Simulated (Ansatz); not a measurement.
Two shapes of triplet C2H4.

Shape 1:

```xyz
6

C     0.0000    0.0000   -0.7234
C     0.0000    0.0000    0.7234
H     0.0000   -0.9325   -1.3026
H     0.0000    0.9325   -1.3026
H    -0.9325    0.0000    1.3026
H     0.9325    0.0000    1.3026
```

Shape 2:

```xyz
6

C     0.0000    0.0000   -0.6655
C     0.0000    0.0000    0.6655
H     0.0000   -0.8579   -1.1984
H     0.0000    0.8579   -1.1984
H    -0.8579    0.0000    1.1984
H     0.8579    0.0000    1.1984
```

Basis set: cc-pVTZ (spherical functions). Correlated methods keep 2 orbitals frozen. Charge 0, multiplicity 3.

Computed with Ansatz (development build ahead of 0.2.0); each method stands on the lowest determinant of its kind that the runs found.

(1) Which shape is lower in energy, and by how much in each method?

## Answers

(1)

| method | E(2) − E(1) (eV) |
| --- | --- |
| UHF | 0.731 |
| UHF-MP2 | 0.725 |

Shape 1 is lower. Caution: another spin multiplicity may lie lower.
